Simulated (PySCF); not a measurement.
2-chloroacrylic acid, C3H3ClO2.
Z-matrix (Å and degrees, PBE0-D3(BJ)/def2-SVP geometry), rows numbered from 1:
```
C 
C   1  1.3356
Cl  2  1.7211  1  122.63
C   2  1.4958  1  123.39  3  -179.92
O   4  1.1994  2  124.81  1   179.54
O   4  1.3393  2  111.83  1    -0.26
H   1  1.0906  2  119.55  3   179.92
H   1  1.0912  2  121.12  3    -0.17
H   6  0.9690  4  106.20  2   179.97
```

Method: TDDFT PBE0/def2-SVPD, vertical, gas phase, core orbitals frozen in the response in PySCF 2.14.0, density-fitted response routines.

Q: Predict the UV-vis stick spectrum at this level.

A: 

| state | λ (nm) | E (eV) | f | symmetry | main configurations (H = HOMO, L = LUMO) |
| --- | --- | --- | --- | --- | --- |
| S1 | 252.8 | 4.90 | 0.0000 | – | H-1→L (96%) |
| S2 | 226.3 | 5.48 | 0.146 | A′ | H→L (95%) |
| S3 | 212.3 | 5.84 | 0.0003 | – | H-2→L (99%) |
| S4 | 178.0 | 6.97 | 0.096 | A′ | H-3→L (88%) |
| S5 | 177.5 | 6.99 | 0.0004 | – | H→L+2 (67%), H→L+1 (26%) |
| S6 | 168.8 | 7.34 | 0.0001 | – | H→L+1 (68%), H→L+2 (29%) |
| S7 | 160.8 | 7.71 | 0.154 | A′ | H-4→L (69%), H-1→L+1 (26%) |
| S8 | 158.8 | 7.81 | 0.047 | A′ | H-1→L+1 (62%), H-4→L (21%) |
| S9 | 156.0 | 7.95 | 0.0014 | – | H-5→L (56%), H→L+3 (29%), H-1→L+4 (10%) |
| S10 | 154.6 | 8.02 | 0.0008 | – | H→L+3 (63%), H-5→L (26%) |

Triplets (Tamm–Dancoff): T1 3.45 eV, H→L (91%); T2 4.47 eV, H-1→L (93%); T3 5.43 eV, H-3→L (88%); T4 5.71 eV, H-2→L (97%).

The lowest singlet comes at 253 nm (473 kJ/mol) in the ultraviolet; it is dark (f under 0.0005); its leading configuration is HOMO-1→LUMO (96%). The most intense listed level is S7 at 7.71 eV (161 nm, f = 0.154), 2.80 eV above S1. Löwdin shares by element: HOMO carbon 52% or more, chlorine 38%; LUMO carbon 66%, oxygen 16% or more (atoms not listed hold the other 19%). The listed states span 3.12 eV, and the widest gap between neighbours is 1.13 eV (S3 to S4). The oscillator strengths of these states sum to 0.446; summed over the whole spectrum of an exact calculation they would give the number of electrons, 54 (Thomas–Reiche–Kuhn). Orbital energies (eV): HOMO-3 -9.83, HOMO-2 -9.24, HOMO-1 -8.71, HOMO -8.04, LUMO -1.96, LUMO+1 0.25, LUMO+2 0.61. No computed singlet lies in the visible range (380 to 750 nm); the lowest, at 253 nm, stands 1.64 eV above its violet end (3.26 eV). The vertical ionisation energy (ΔSCF) is 10.22 eV, 2.20 eV above S10. Symmetry labels in Cs follow from the direction of the transition dipole and are given only for states with f of 0.002 or more. The window holds the lowest 10 singlets.

One conformer stands for the species.
